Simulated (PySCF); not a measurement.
## Basis and Hamiltonian dependence of the electron affinity of Li

Li- [He] 2s2 (1S) → Li [He] 2s1 (2S). Calculated with PySCF 2.14 from differences of total energies of unrestricted determinants, without spin-orbit coupling. Values in eV.

```csv
basis,Hamiltonian,functions,UHF,r2SCAN,PBE0,MP2 (valence),CCSD(T) (valence),CCSD(T) (valence and next inner shell)
aug-cc-pVDZ,non-relativistic,23,-0.137,0.440,0.491,0.299,0.592,n/a
ANO-RCC-VTZP,spin-free X2C,30,-0.434,0.240,0.291,0.083,0.426,0.427
dyall-av2z,non-relativistic,32,-0.124,0.448,0.493,0.271,0.612,n/a
"x2c-QZVPPall with one added diffuse shell each of s, p type",spin-free X2C,39,-0.128,0.440,0.491,0.335,0.615,0.614
aug-cc-pVTZ,non-relativistic,46,-0.124,0.452,0.494,0.348,0.614,n/a
aug-cc-pVTZ-DK,spin-free X2C,46,-0.124,0.452,0.494,0.348,0.614,n/a
dyall-acv3z,non-relativistic,57,-0.123,0.448,0.493,0.332,0.615,0.613
dyall-av3z,non-relativistic,57,-0.123,0.448,0.493,0.332,0.615,n/a
aug-cc-pCVTZ-DK,spin-free X2C,59,-0.124,0.449,0.493,0.351,0.615,0.614
aug-cc-pCVTZ,non-relativistic,59,-0.124,0.449,0.493,0.351,0.615,0.614
"aug-cc-pVQZ with one added diffuse shell each of s, p, d, f, g type",non-relativistic,105,-0.123,0.448,0.496,0.367,0.616,n/a
aug-cc-pCVQZ-DK,spin-free X2C,109,-0.123,0.445,0.493,0.366,0.616,n/a
aug-cc-pV5Z,non-relativistic,127,-0.123,0.449,0.494,0.371,n/a,n/a
```

**Question.** Estimate the row for aug-cc-pCVQZ (non-relativistic, 109 functions).

**Answer.** From the rows with the same Hamiltonian and similar size; the calculation gives UHF -0.12; r2SCAN 0.45; PBE0 0.49; MP2 (valence) 0.37; CCSD(T) (valence) 0.62; CCSD(T) (valence and next inner shell) 0.62 (eV).

Extrapolation of CCSD(T) (valence) from aug-cc-pCVTZ-DK and aug-cc-pCVQZ-DK: the correlation parts are 0.739 and 0.740 eV; with the X⁻³ form and unrounded values, (4³ × 0.740 − 3³ × 0.739)/(4³ − 3³) = 0.741 eV, and adding the Hartree-Fock value -0.123 eV of the larger basis gives 0.617 eV.

Extrapolation of CCSD(T) (valence and next inner shell) from aug-cc-pCVTZ and aug-cc-pCVQZ: the correlation parts are 0.738 and 0.740 eV; with the X⁻³ form and unrounded values, (4³ × 0.740 − 3³ × 0.738)/(4³ − 3³) = 0.741 eV, and adding the Hartree-Fock value -0.123 eV of the larger basis gives 0.618 eV.

Frozen in the all-electron rows: valence: 1s2; valence and next inner shell: nothing.

At UHF, ANO-RCC-VTZP lies more than 0.3 eV from the median of the rows with comparable relativity. Of these, ANO-RCC-VTZP has no diffuse functions of the l that the added or promoted electron needs.

In most of these bases the highest occupied level of the anion is positive at r2SCAN, PBE0, so the basis helps to hold the electron.

Reference for a calculation without spin-orbit coupling: 0.618 eV (measured; photodetachment measurements, as compiled on the Wikipedia data page of electron affinities).
